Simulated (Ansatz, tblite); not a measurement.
# TCNQ (C12H4N4): rung by rung

Aim: run the singlet of TCNQ (C12H4N4) at one geometry on many levels, and compare frontier levels, spin and run time.

Program: Ansatz 0.2.0, Gaussian basis. Level of theory: as each input shows. These are calculated values, not measurements.

The runs, in order: GFN1-xTB, GFN2-xTB, PBE-D4/def2-TZVP, r2SCAN-D4/def2-TZVP, r2SCAN0-D4/def2-TZVP, revPBE-D4/def2-TZVP, PBE-D4/def2-SVP, PBE0-D4/def2-SVP, HF/6-31G, B3LYP-D4/6-31G, MP2/def2-SVP.

4 further runs of the same task are left out: 4 that didn't finish. Runs told in other sessions of the task aren't counted.

### Step 1. The structure

The singlet was relaxed beforehand with PBE-D4/def2-SVP.

20 atoms, charge 0, spin multiplicity 1.

Bond lengths: N1–C2 1.176 Å, C2–C3 1.427 Å, C3–C4 1.427 Å, C3–C6 1.409 Å, C4–N5 1.176 Å, C6–C7 1.445 Å, C6–C16 1.445 Å, C7–C8 1.370 Å, C7–H17 1.100 Å, C8–C9 1.445 Å, C8–H18 1.100 Å, C9–C10 1.409 Å, C9–C15 1.445 Å, C10–C11 1.427 Å, C10–C13 1.427 Å, C11–N12 1.176 Å, C13–N14 1.176 Å, C15–C16 1.370 Å and more. Angles: N1–C2–C3 179.4°, C2–C3–C4 116.9°, C2–C3–C6 121.5°, C4–C3–C6 121.5°, C3–C4–N5 179.4°, C3–C6–C7 120.9°, C3–C6–C16 120.9°, C7–C6–C16 118.3°, C6–C7–C8 120.9°, C6–C7–H17 118.8°, C8–C7–H17 120.4°, C7–C8–C9 120.9°, C7–C8–H18 120.4°, C9–C8–H18 118.8°, C8–C9–C10 120.9°, C8–C9–C15 118.3°, C10–C9–C15 120.9°, C9–C10–C11 121.5° and more.

PBE0-D4/def2-TZVP was run before; its log isn't repeated, and its numbers join the tables.

### Step 2. GFN1-xTB

Tight binding, by tblite at 300 K electronic temperature and without a spin-polarisation term:

```python
tblite.interface.Calculator('GFN1-xTB', numbers, positions, charge=0, uhf=0).singlepoint()
```

Energy -1090.6175 eV, HOMO -12.03 eV, LUMO -10.88 eV; 0.013 s.

### Step 3. GFN2-xTB

Tight binding, by tblite at 300 K electronic temperature and without a spin-polarisation term:

```python
tblite.interface.Calculator('GFN2-xTB', numbers, positions, charge=0, uhf=0).singlepoint()
```

Energy -1066.6197 eV, HOMO -11.69 eV, LUMO -10.54 eV; 0.012 s.

### Step 4. PBE-D4/def2-TZVP

start.molden holds the orbitals of an earlier run on this state, given as this run's starting guess.

in.yaml reads:

```yaml
crystal:
  periodic: [false, false, false]
  atoms:
    - {symbol: N, position_ang: [4.279427, -1.768766, -1.014467]}
    - {symbol: C, position_ang: [3.630394, -0.906962, -0.546329]}
    - {symbol: C, position_ang: [2.831405, 0.131527, 0.018088]}
    - {symbol: C, position_ang: [3.523415, 1.239352, 0.591894]}
    - {symbol: N, position_ang: [4.083701, 2.157461, 1.067557]}
    - {symbol: C, position_ang: [1.424348, 0.065944, 0.009498]}
    - {symbol: C, position_ang: [0.738609, -1.063011, -0.575689]}
    - {symbol: C, position_ang: [-0.629492, -1.126552, -0.584485]}
    - {symbol: C, position_ang: [-1.424369, -0.066408, -0.008737]}
    - {symbol: C, position_ang: [-2.831446, -0.131436, -0.018295]}
    - {symbol: C, position_ang: [-3.630322, 0.907460, 0.545537]}
    - {symbol: N, position_ang: [-4.279133, 1.769747, 1.013092]}
    - {symbol: C, position_ang: [-3.523496, -1.238818, -0.592902]}
    - {symbol: N, position_ang: [-4.083809, -2.156424, -1.069507]}
    - {symbol: C, position_ang: [-0.738625, 1.062367, 0.576785]}
    - {symbol: C, position_ang: [0.629472, 1.125911, 0.585577]}
    - {symbol: H, position_ang: [1.336213, -1.874985, -1.016587]}
    - {symbol: H, position_ang: [-1.143554, -1.990198, -1.032448]}
    - {symbol: H, position_ang: [-1.336239, 1.874278, 1.017789]}
    - {symbol: H, position_ang: [1.143521, 1.989514, 1.033638]}
basis:
  gaussian: {orbitals: def2-TZVP, initial_orbitals: start.molden}
hamiltonian: {xc: pbe, dispersion: d4}
scf: {omitted_lower_state_checks: [starts]}
output: {forces: true, orbitals: {seedname: orbitals}}
```

Launch:

```console
$ ansatz run in.yaml --threads 4 --pin off --events-out ev --progress --plain --max-ram 6963MiB
```

Further steps of the session: r2SCAN-D4/def2-TZVP; r2SCAN0-D4/def2-TZVP; revPBE-D4/def2-TZVP; PBE-D4/def2-SVP; PBE0-D4/def2-SVP; HF/6-31G; B3LYP-D4/6-31G; MP2/def2-SVP.

Before running them: what should the planned runs give, taken together? Wanted: gap in def2-TZVP, named functionals, smallest and largest; correlation energy, MP2/def2-SVP; binding an atom, functionals in def2-TZVP; PBE0 total energy, smallest basis above largest.

The runs gave:

```
                                                 quantity                                   value
gap in def2-TZVP, named functionals, smallest and largest  1.39 eV (PBE-D4), 2.68 eV (r2SCAN0-D4)
                         correlation energy, MP2/def2-SVP                               -58.65 eV
                binding an atom, functionals in def2-TZVP   5.45 (r2SCAN0-D4) to 5.94 eV (PBE-D4)
          PBE0 total energy, smallest basis above largest          19.97 eV (def2-SVP, def2-TZVP)
```

**Reading.** Orbital gaps of the named functionals in def2-TZVP span 1.39 eV (PBE-D4) to 2.68 eV (r2SCAN0-D4); exact exchange widens it.
